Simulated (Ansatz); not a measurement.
Compare A (`c1cncnc1`) with its isomer B (`c1cnccn1`).

Isolated molecules relaxed with PBE0-D4/def2-TZVP in Ansatz; ΔE leaves out vibrations. CCSD(T)/CBS is the MP2 limit (def2-TZVPP, def2-QZVPP) plus CCSD(T) − MP2 in def2-TZVPP, frozen cores. Functionals use def2-TZVPP.

A:

```xyz
10

C    -0.638    0.578    0.738
C     0.066   -0.553    1.113
N     0.816   -1.238    0.258
C     0.852   -0.772   -0.985
N     0.222    0.296   -1.459
C    -0.522    0.966   -0.586
H    -1.247    1.131    1.442
H     0.029   -0.924    2.134
H     1.463   -1.327   -1.692
H    -1.042    1.842   -0.963
```

B:

```xyz
10

C    -0.7837   -1.0146    0.3240
C     0.2941   -1.1721   -0.5369
N     1.0842   -0.1584   -0.8659
C     0.7837    1.0146   -0.3239
C    -0.2941    1.1721    0.5368
N    -1.0843    0.1585    0.8659
H    -1.4186   -1.8576    0.5808
H     0.5232   -2.1414   -0.9701
H     1.4186    1.8576   -0.5807
H    -0.5232    2.1414    0.9701
```

Problem. Which is lower in electronic energy at CCSD(T)/CBS, and by how much? (Estimate.)

Solution. Ansatz gave: A, by 18.9 kJ/mol.

Problem. Give E(B) − E(A) in kJ/mol with PBE0-D4, LDA (SPW92), HF/def2-TZVPP, ωB97M-V, CCSD(T)/def2-SVP, BLYP-D4, CCSD/def2-TZVPP. (Estimate.)

Solution. The calculation gave: PBE0-D4 18.5, LDA (SPW92) 16.1, HF/def2-TZVPP 28.2, ωB97M-V 19.7, CCSD(T)/def2-SVP 17.9, BLYP-D4 15.2, CCSD/def2-TZVPP 20.4. None reverses the order clearly.

Problem. Does the order hold for the free energy at 298.15 K (harmonic terms from PBE0-D4)? (Estimate.)

Solution. Ansatz gave: Yes: G(B) − G(A) = +20.2 kJ/mol.

Largest T1 diagnostic: 0.014.

In def2-TZVPP, CCSD(T) changes the Hartree–Fock value by −8.6 kJ/mol (the triples alone add −0.8 kJ/mol) and MP2 by −12.7 kJ/mol. Leaving LDA and LC-ωPBE aside and taking each functional with its dispersion term where it has one, the values, not all of them listed here, spread over 5.6 kJ/mol, from BLYP-D4 to BHLYP-D4.
